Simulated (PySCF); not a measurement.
## Mayer bond orders and bond lengths

CH5ClSi.
Atom-mapped SMILES: `[SiH3:1][CH2:2][Cl:3]` (hydrogens: H4, H5, H6 on Si1; H7, H8 on C2)

Cartesian coordinates in Å at the PBE0-D3(BJ)/def2-SVP level; atoms count from 1:
```
atom  x, y, z in Å
Si1   -0.2219    0.5257    0.3397
C2     1.6654    0.3825    0.3793
Cl3    2.3706    1.8706    1.0833
H4    -0.7339    0.7054    1.7284
H5    -0.6122    1.6925   -0.5026
H6    -0.7946   -0.7268   -0.2455
H7     2.0834    0.2549   -0.6300
H8     1.9942   -0.4699    0.9915
```

Bond orders from the PBE0/pcSseg-1 density (PySCF). Geometry: PBE0-D3(BJ)/def2-SVP; no solvent, vibrations or thermal averaging.

Problem. How far do the computed orders between heavy atoms stray from the drawn ones?

Solution. The largest departure is 0.129, at Si1–C2 (drawn single, 0.871). Drawn single, order below 0.88: Si1–C2 (0.871).

Problem. Set the Mayer orders of the bonds beside their lengths.

Solution. 
```csv
bond,drawn as,length (Å),Mayer order
Si1–C2,single,1.893,0.871
C2–Cl3,single,1.791,0.959
Si1–H4,single,1.491,0.949
Si1–H5,single,1.491,0.949
Si1–H6,single,1.496,0.929
C2–H7,single,1.100,0.933
C2–H8,single,1.100,0.934
```

Problem. Sum the orders of all bonds at each heavy atom with more than one neighbour and set the sums beside the valence in the SMILES.

Solution. Si1 3.698 (drawn 4), C2 3.697 (drawn 4). Orders between atoms that aren't bonded are not in these sums.

For a closed shell the Mayer order of atoms A and B is Σ (PS)μν (PS)νμ over the basis functions μ on A and ν on B, with P the density and S the overlap matrix.
